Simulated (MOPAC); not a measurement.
MOPAC input (PM6):

```
PM6 1SCF UHF MS=0.5 GEO-OK AUX(PRECISION=9) THREADS=1
C2H6N

C     1.20714507 1   -0.43893973 1   -0.00256418 1
C     0.11798946 1    0.57141053 1    0.00482199 1
N    -1.24139525 1   -0.02687100 1   -0.00131228 1
H     1.53582640 1   -0.90177310 1    0.91941065 1
H     1.53745215 1   -0.88648962 1   -0.93147757 1
H     0.18297362 1    1.22496543 1   -0.86746879 1
H     0.18143178 1    1.21047070 1    0.88789918 1
H    -1.35007526 1   -0.63365410 1    0.80545776 1
H    -1.34864912 1   -0.62024710 1   -0.81818214 1
```

### Question
What heat of formation does the run end on, and which ionisation energy by Koopmans theorem?

### Answer
24.24 kcal/mol; 9.48 eV.
